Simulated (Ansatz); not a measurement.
Bi₂S₃ (Pnma, No. 62), treated with HSE06 (PAW; Ansatz, a first-principles code).

Numerical settings: plane-wave cutoff 500 eV, 2×6×2 k mesh (along the axes of the cell as run), gaussian smearing 0.02 eV, scalar-relativistic PAW data made under PBE.

Cell (relaxed with r²SCAN):

```cif
data_Bi8S12
_chemical_formula_sum 'Bi8 S12'
_space_group_name_H-M_alt 'Pnma'
_space_group_IT_number 62
_space_group_name_Hall '-P 2ac 2n'
_cell_length_a 11.64965
_cell_length_b 4.00001
_cell_length_c 11.18505
_cell_angle_alpha 90.000
_cell_angle_beta 90.000
_cell_angle_gamma 90.000
loop_
_atom_site_label
_atom_site_type_symbol
_atom_site_symmetry_multiplicity
_atom_site_Wyckoff_symbol
_atom_site_fract_x
_atom_site_fract_y
_atom_site_fract_z
_atom_site_occupancy
Bi1 Bi 4 c 0.01930 0.25000 0.32641 1
Bi2 Bi 4 c 0.15549 0.75000 0.03303 1
S1 S 4 c 0.04778 0.25000 0.87183 1
S2 S 4 c 0.12138 0.75000 0.44345 1
S3 S 4 c 0.21009 0.25000 0.19097 1
```

Q: Predict the band gap.

A: 
band gap: 2.18 eV (on the SCF k mesh)

Measured, for comparison: band gap 1.3 eV (temperature not stated, no zero-point or thermal correction; as tabulated in Wikipedia's data pages).

Note: cell and atoms aren't relaxed at this level (largest force component 0.19 eV/Å, pressure -0.9 GPa).

Spin–orbit coupling is not included; with these elements it can move the gap by several tenths of an eV or more.

Static lattice: no zero-point or thermal effects.
